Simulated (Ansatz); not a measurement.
## TiCuSn (P6_3mc)

Computed with DFT r2SCAN, scalar-relativistic, plane waves, PAW in Ansatz.

Plane waves to 500 eV, a k mesh through Γ of 9×9×6 on the computed 6-atom cell and Gaussian smearing (0.10 eV); no spin polarisation.

The structure is relaxed at this level of theory with its symmetry kept. Whether it is the stable form of this composition wasn't checked.

Space group P6_3mc (No. 186). a = 4.367 Å, b = 4.367 Å, c = 6.101 Å, α = 90.00°, β = 90.00°, γ = 120.00°
| atom | site | symmetry | x | y | z |
| --- | --- | --- | --- | --- | --- |
| Ti | 2a | 3m. | 0.0000 | 0.0000 | 0.4929 |
| Cu | 2b | 3m. | 0.6667 | 0.3333 | 0.2929 |
| Sn | 2b | 3m. | 0.6667 | 0.3333 | 0.7362 |

| Property | Result |
| --- | --- |
| Space group | P6_3mc (No. 186) |
| Volume per atom | 16.79 Å³ |
| Formation energy from the elements' standard states (uncorrected) | -0.242 eV/atom |
| Generalised Kohn–Sham band gap | none (metal) |
| Density of states at the Fermi level | 1.97 states/eV per cell |
| Löwdin character within 0.5 eV of the Fermi level | Ti 3d 84 % |
| Bader charges (e) | Ti (2 in the cell) 1.17, Cu (2 in the cell) -0.57, Sn (2 in the cell) -0.60 |